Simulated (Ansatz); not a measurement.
How the volume per atom of Au (model structure, started from the omega type, P6/mmm, No. 191, 3 atoms in the cell) moves with the method

No measured value is used here.

Question: Put these levels in order of the volume per atom that they give for Au (model structure, started from the omega type, P6/mmm, No. 191, 3 atoms in the cell), smallest first: PBE (Ansatz, an electronic-structure program), PBE-D3(BJ) (Ansatz), PBEsol (Ansatz).

Answer: PBEsol (17.36 Å³/atom), PBE-D3(BJ) (17.62 Å³/atom), PBE (18.35 Å³/atom)

Density-functional levels without +SOC have no spin–orbit coupling. Ansatz's density-functional and Hartree–Fock values are scalar-relativistic unless marked +SOC, with PAW data made under PBE.

A model structure was made by putting elements into a prototype or built by hand; it is no filed structure, need not be a known phase, and can be a saddle point held by its symmetry.
